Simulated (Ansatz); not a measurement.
```yaml
crystal:
  periodic: [false, false, false]
  atoms:
    - {symbol: Ni, position_ang: [0.000000, 0.000000, 0.000000]}
    - {symbol: Cl, position_ang: [0.000000, 0.000000, 2.260000]}
basis:
  gaussian: {orbitals: def2-TZVP}
magnetization: {spin_polarized: true, initial_magnetization: 3}
hamiltonian: {xc: pbe0}
relax: {f_tol: 0.004, max_steps: 80}
```

```sh
$ ansatz run in.yaml --threads 1 --pin off --events-out ev --progress --plain --max-ram 2176MiB
```

Steps of the relaxation (energy above the last step; positions in Å, forces in eV/Å):

```
2
step 1, 64.2 meV
Ni    0.000    0.000    0.000    0.000    0.000    1.063
Cl    0.000    0.000    2.260    0.000    0.000   -1.063
```

```
2
step 2, 9.6 meV
Ni    0.000    0.000    0.035    0.000    0.000    0.454
Cl    0.000    0.000    2.225    0.000    0.000   -0.454
```

```
2
step 3, 0.3 meV
Ni    0.000    0.000    0.059    0.000    0.000   -0.090
Cl    0.000    0.000    2.201    0.000    0.000    0.090
```

```
2
step 5, 0.0 meV
Ni    0.000    0.000    0.056    0.000    0.000    0.000
Cl    0.000    0.000    2.204    0.000    0.000    0.000
```

Close pairs at the end: Ni1–Cl2 2.149 Å.

A stationary point of unrestricted PBE0 after 5 steps, with ⟨S²⟩ = 3.754 against 3.75 for a pure state. 87 s on 1 thread of Arm Neoverse V1, shared host.
